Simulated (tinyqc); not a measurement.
UHF in the sto-6g basis, for LiH+, spin multiplicity 2, step by step. One step of it, computed by the program tinyqc.

Question. Iteration 1: diagonalisation and new density. Diagonalise F' = X^T F X, C = X C', fill 2 alpha and 1 beta electrons from the bottom; D(s) = C_occ C_occ^T; the new density keeps 0.7 of the old one (damping). Each column has its largest component positive (the first on a tie).

F(alpha) (hartree), order 1Li 1s, 1Li 2s, 1Li 2px, 1Li 2py, 1Li 2pz, 2H 1s:
```
[[-3.653449, -0.850380, -0.097943, -0.018695, 0.031271, 0.031174],
 [-0.850380, -0.618099, -0.048823, -0.012339, 0.013149, -0.060205],
 [-0.097943, -0.048823, -0.369545, -0.019141, 0.042058, 0.026608],
 [-0.018695, -0.012339, -0.019141, -0.303120, 0.029257, -0.010646],
 [0.031271, 0.013149, 0.042058, 0.029257, -0.387963, -0.068419],
 [0.031174, -0.060205, 0.026608, -0.010646, -0.068419, -0.563255]]
```

F(beta) (hartree), order 1Li 1s, 1Li 2s, 1Li 2px, 1Li 2py, 1Li 2pz, 2H 1s:
```
[[-3.392730, -0.783109, -0.032373, -0.019776, 0.057265, -0.020639],
 [-0.783109, -0.579805, -0.009658, -0.012985, 0.028607, -0.073826],
 [-0.032373, -0.009658, -0.315638, -0.019871, 0.057693, -0.018509],
 [-0.019776, -0.012985, -0.019871, -0.293509, 0.029000, -0.009902],
 [0.057265, 0.028607, 0.057693, 0.029000, -0.372604, -0.054349],
 [-0.020639, -0.073826, -0.018509, -0.009902, -0.054349, -0.084624]]
```

X, order 1Li 1s, 1Li 2s, 1Li 2px, 1Li 2py, 1Li 2pz, 2H 1s:
```
[[1.021886, -0.122995, 0.000000, 0.000000, -0.001259, 0.008985],
 [-0.122995, 1.026412, 0.000000, 0.000000, 0.007028, -0.056163],
 [0.000000, 0.000000, 1.000000, 0.000000, 0.000000, 0.000000],
 [0.000000, 0.000000, 0.000000, 1.000000, 0.000000, 0.000000],
 [-0.001259, 0.007028, 0.000000, 0.000000, 1.010540, -0.084697],
 [0.008985, -0.056163, 0.000000, 0.000000, -0.084697, 1.015036]]
```

D(alpha) at the start, order 1Li 1s, 1Li 2s, 1Li 2px, 1Li 2py, 1Li 2pz, 2H 1s:
```
[[0.166154, 0.169651, 0.216761, 0.038536, -0.042225, -0.226648],
 [0.169651, 0.259978, 0.273283, 0.095727, -0.240833, -0.021379],
 [0.216761, 0.273283, 0.313901, 0.084041, -0.173505, -0.169881],
 [0.038536, 0.095727, 0.084041, 0.045578, -0.138286, 0.083933],
 [-0.042225, -0.240833, -0.173505, -0.138286, 0.461341, -0.421089],
 [-0.226648, -0.021379, -0.169881, 0.083933, -0.421089, 0.817678]]
```

D(beta) at the start, order 1Li 1s, 1Li 2s, 1Li 2px, 1Li 2py, 1Li 2pz, 2H 1s:
```
[[0.036611, 0.087144, 0.077566, 0.040831, -0.122715, 0.070538],
 [0.087144, 0.207428, 0.184629, 0.097189, -0.292098, 0.167901],
 [0.077566, 0.184629, 0.164335, 0.086506, -0.259992, 0.149446],
 [0.040831, 0.097189, 0.086506, 0.045537, -0.136860, 0.078669],
 [-0.122715, -0.292098, -0.259992, -0.136860, 0.411329, -0.236436],
 [0.070538, 0.167901, 0.149446, 0.078669, -0.236436, 0.135906]]
```

overlap S, order 1Li 1s, 1Li 2s, 1Li 2px, 1Li 2py, 1Li 2pz, 2H 1s:
```
[[1.000000, 0.235742, 0.000000, 0.000000, 0.000000, 0.002031],
 [0.235742, 1.000000, 0.000000, 0.000000, 0.000000, 0.106069],
 [0.000000, 0.000000, 1.000000, 0.000000, 0.000000, 0.000000],
 [0.000000, 0.000000, 0.000000, 1.000000, 0.000000, 0.000000],
 [0.000000, 0.000000, 0.000000, 0.000000, 1.000000, 0.165240],
 [0.002031, 0.106069, 0.000000, 0.000000, 0.165240, 1.000000]]
```

Give: F' = X^T F X; orbital energies; coefficients C; F' = X^T F X; orbital energies; coefficients C; D(alpha) after iteration 1; D(beta) after iteration 1.

Answer.

F' = X^T F X (alpha) (hartree):
```
[[-3.610, -0.370, -0.094, -0.018, 0.027, 0.044],
 [-0.370, -0.486, -0.039, -0.010, 0.011, -0.010],
 [-0.094, -0.039, -0.370, -0.019, 0.040, 0.025],
 [-0.018, -0.010, -0.019, -0.303, 0.030, -0.013],
 [0.027, 0.011, 0.040, 0.030, -0.388, 0.010],
 [0.044, -0.010, 0.025, -0.013, 0.010, -0.565]]
```

orbital energies (alpha) (hartree): [-3.657, -0.570, -0.462, -0.411, -0.330, -0.292]

coefficients C (alpha), order 1Li 1s, 1Li 2s, 1Li 2px, 1Li 2py, 1Li 2pz, 2H 1s:
```
[[1.000, -0.001, -0.212, -0.118, 0.027, 0.001],
 [-0.002, 0.053, 0.831, 0.584, -0.192, -0.004],
 [0.030, -0.088, 0.437, -0.348, 0.815, -0.122],
 [0.006, 0.051, 0.153, -0.226, -0.030, 0.960],
 [-0.008, -0.133, -0.360, 0.732, 0.529, 0.254],
 [-0.011, 1.001, -0.088, -0.136, 0.087, -0.068]]
```

F' = X^T F X (beta) (hartree):
```
[[-3.355, -0.333, -0.032, -0.019, 0.056, -0.007],
 [-0.333, -0.456, -0.004, -0.010, 0.026, -0.048],
 [-0.032, -0.004, -0.316, -0.020, 0.060, -0.023],
 [-0.019, -0.010, -0.020, -0.294, 0.030, -0.012],
 [0.056, 0.026, 0.060, 0.030, -0.371, -0.019],
 [-0.007, -0.048, -0.023, -0.012, -0.019, -0.074]]
```

orbital energies (beta) (hartree): [-3.395, -0.440, -0.403, -0.285, -0.280, -0.062]

coefficients C (beta), order 1Li 1s, 1Li 2s, 1Li 2px, 1Li 2py, 1Li 2pz, 2H 1s:
```
[[1.001, -0.195, -0.133, 0.006, -0.008, 0.036],
 [-0.007, 0.778, 0.654, -0.025, 0.038, -0.192],
 [0.011, 0.305, -0.425, 0.343, 0.773, -0.108],
 [0.007, 0.197, -0.186, 0.795, -0.540, -0.049],
 [-0.021, -0.537, 0.616, 0.479, 0.314, -0.179],
 [0.008, 0.098, 0.001, 0.083, 0.066, 1.010]]
```

D(alpha) after iteration 1, order 1Li 1s, 1Li 2s, 1Li 2px, 1Li 2py, 1Li 2pz, 2H 1s:
```
[[0.416, 0.118, 0.161, 0.029, -0.032, -0.162],
 [0.118, 0.183, 0.190, 0.068, -0.171, 0.001],
 [0.161, 0.190, 0.222, 0.058, -0.118, -0.145],
 [0.029, 0.068, 0.058, 0.033, -0.099, 0.074],
 [-0.032, -0.171, -0.118, -0.099, 0.328, -0.335],
 [-0.162, 0.001, -0.145, 0.074, -0.335, 0.873]]
```

D(beta) after iteration 1, order 1Li 1s, 1Li 2s, 1Li 2px, 1Li 2py, 1Li 2pz, 2H 1s:
```
[[0.326, 0.059, 0.058, 0.031, -0.092, 0.052],
 [0.059, 0.145, 0.129, 0.068, -0.204, 0.118],
 [0.058, 0.129, 0.115, 0.061, -0.182, 0.105],
 [0.031, 0.068, 0.061, 0.032, -0.096, 0.055],
 [-0.092, -0.204, -0.182, -0.096, 0.288, -0.166],
 [0.052, 0.118, 0.105, 0.055, -0.166, 0.095]]
```
